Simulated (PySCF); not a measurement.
Species: trans-1-chloro-2-fluoroethylene, C₂H₂ClF.
InChI=1S/C2H2ClF/c3-1-2-4/h1-2H/b2-1+

A linear-response calculation (PySCF, def2-SVPD basis, gas phase, vertical, core orbitals frozen in the response) gave these numbers; the functional is withheld.

Orbital energies (eV): HOMO-3 -12.91, HOMO-2 -12.18, HOMO-1 -10.74, HOMO -8.86, LUMO 0.77, LUMO+1 1.28, LUMO+2 1.70.

```
state  E (eV)       f  main configurations (H = HOMO, L = LUMO)
   S1    6.36  0.0035                               H→L+1 (89%)
   S2    6.78   0.278                                 H→L (97%)
   S3    7.39  0.0000                   H→L+2 (83%), H→L+3 (9%)
   S4    7.56  0.0001                   H→L+3 (85%), H→L+2 (9%)
   S5    7.65  0.0002                               H-1→L (97%)
   S6    8.08  0.0042                             H-1→L+1 (80%)
```

Triplets (Tamm–Dancoff): T1 4.03 eV, H→L (92%); T2 5.83 eV, H→L+1 (82%), H→L+7 (12%); T3 7.28 eV, H→L+2 (82%); T4 7.32 eV, H-1→L+1 (72%), H-1→L+7 (14%).

Vertical ionisation energy by ΔSCF with the same functional: 10.00 eV. Mean static polarisability: 40.3 au.

Question: Which of these was used?
A. PBE
B. PBE0
C. CAM-B3LYP
D. HF

Answer: C. CAM-B3LYP is range-separated, 19% exact exchange at short range and 65% at long range (ω = 0.33 bohr⁻¹). In this run −ε(HOMO) = 8.86 eV differs from the ΔSCF value by -1.14 eV, and S1 differs from the orbital gap of 9.63 eV by -3.27 eV. The ratio −ε(HOMO)/IP is 0.89. Usual ranges for neutral molecules in this basis: 0.85 to 0.93 with CAM-B3LYP, 0.5 to 0.7 with PBE, 0.7 to 0.83 with PBE0; Hartree–Fock can't fall below 1, since the ion's relaxation only lowers the ΔSCF value. The other options: PBE, a GGA without exact exchange; HF, time-dependent Hartree–Fock, 100% exact exchange; PBE0, a global hybrid with 25% exact exchange.

Method: TDDFT CAM-B3LYP/def2-SVPD, vertical, gas phase, core orbitals frozen in the response in PySCF. Geometry: PBE0-D3(BJ)/def2-SVP; no solvent, vibrations or thermal averaging.
